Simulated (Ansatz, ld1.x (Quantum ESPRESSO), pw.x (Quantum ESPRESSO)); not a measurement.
Pd: one change to the TM potential, in the atom and in the sc crystal

Pd, norm-conserving Troullier–Martins (Kleinman–Bylander form), made with ld1.x (Quantum ESPRESSO) 7.5 (LDA (PW92), scalar-relativistic). Core [Kr], reference 4d10 5s0 5p0. Waves: 5s (bound, empty): rc 2.30 bohr; 5p (bound, empty): rc 2.65 bohr; 4d (bound): rc 2.20 bohr. Local part: all-electron potential smoothed inside 1.80 bohr (lloc = -2). Core correction: none.

Change: reference 4d9 5s1 5p0.

Cutoffs, loose and tight: the cutoffs (Ry, on a coarse ladder) from which the occupation-weighted sum of valence levels, in a spherical-Bessel basis at the reference potential, stays within 10 and 1 mRy of its value at 400 Ry. They do not see the model core or the augmentation charge, which bear on the density cutoff. Test errors are all-electron minus pseudo excitation energies from the reference, over the configurations 4d9 5s0 5p0; 4d8 5s0 5p0; 4d7 5s0 5p0; 4d9 5s1 5p0; 4d9 5s0 5p1; 4d6 5s0 5p0; 4d8 5s1 5p0 (two spin-polarised tests are not counted in the largest error); variants that change the core or the reference have their own tests.

Crystal test: sc Pd in pw.x 7.5, no spin, 13³ k-points, Fermi–Dirac smearing 0.01 Ry, cutoffs set for each file from its atomic test. The reference is all-electron LAPW (Ansatz 0.2.0) with the same functional, mesh and smearing; V0 and B0 come from Birch–Murnaghan fits to the pressures at five volumes. Errors are pseudo minus all-electron; Δ is the rms difference of the E(V) curves that follow from these fits, minima aligned, over ±6 % about the mean V0. Mesh and smearing are coarse, so the numbers serve the comparison and aren't converged zero-temperature values; the lattice is a test structure that the element need not adopt.

All-electron: a0 = 2.540 Å (V0 = 16.39 Å³/atom), B0 = 166.2 GPa.

Problem. Does the change bring the crystal closer to the all-electron result?

Solution. The mean pressure error goes from -1.58 to -2.01 GPa, so the change moves the solid further from the all-electron pressures. The B0 error goes the other way, from -1.2 to +0.8 %.

| quantity | base | changed |
| --- | --- | --- |
| outcome (atom) | generated | generated |
| cutoff, loose (atom) | 45 Ry | 45 Ry |
| cutoff, tight (atom) | 70 Ry | 70 Ry |
| bound ghosts (atom) | none | none |
| largest test error (meV) (atom) | -652 over the solved tests; 1 of 9 tests not solved or not reliable | -36 over the solved tests; 1 of 9 tests not solved or not reliable |
| cutoffs in pw.x (Ry) | 85/340 | 85/340 |
| a0 (Å) | 2.532 | 2.530 |
| a0 error (%) | -0.31 | -0.40 |
| B0 error (%) | -1.2 | +0.8 |
| Δ (meV/atom) | 5.7 | 7.2 |
| mean pressure error (GPa) | -1.58 | -2.01 |

Base: The largest radius (2.65 bohr) exceeds half the bond length (2.40 bohr), so the spheres overlap, which is one possible source of error among others. Atomic configuration tests: 1 of 9 tests not solved or not reliable. The logarithmic derivative shows an extra or strongly shifted pseudo pole above the reference energy (s near 0.75 Ry). Changed file: The largest radius (2.65 bohr) exceeds half the bond length (2.40 bohr), so the spheres overlap, which is one possible source of error among others. Atomic configuration tests: 1 of 9 tests not solved or not reliable. The logarithmic derivative shows an extra or strongly shifted pseudo pole above the reference energy (s near 0.64 Ry). The atomic cutoffs weigh occupied waves only.
